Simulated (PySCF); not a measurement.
Atom-mapped SMILES (the numbers label the heavy atoms): `[CH2:1]=[CH:2][F:3]`. Each H is labelled by its parent atom. Ha(C1) is cis to F3; Hb(C1) is trans to F3.

Geometry: PBE0-D3(BJ)/def2-SVP; GIAO absolute shieldings from PySCF 2.14, gas phase, non-relativistic, averaged over equivalent atoms.

At PBE/pcSseg-2 (150 basis functions, 6.3 s wall time on 1 thread of an Arm Neoverse V2, shared host):
```
 atoms  σ (ppm)
    C2     11.3
    C1     80.5
    F3    258.8
 H(C2)    24.22
Ha(C1)    26.35
Hb(C1)    26.66
```

Predict the values at B3LYP/pcSseg-2 on the same geometry.

## Answers


```csv
atoms,σ at B3LYP/pcSseg-2,change
C2,10.3,-1.0
C1,78.0,-2.5
F3,281.8,+23.0
H(C2),24.51,+0.29
Ha(C1),26.48,+0.13
Hb(C1),26.84,+0.18
```

The largest change is at F3 (vinylic fluorine). Cost: 150 basis functions, 5.3 s wall time on 1 thread of an Arm Neoverse V2, shared host.
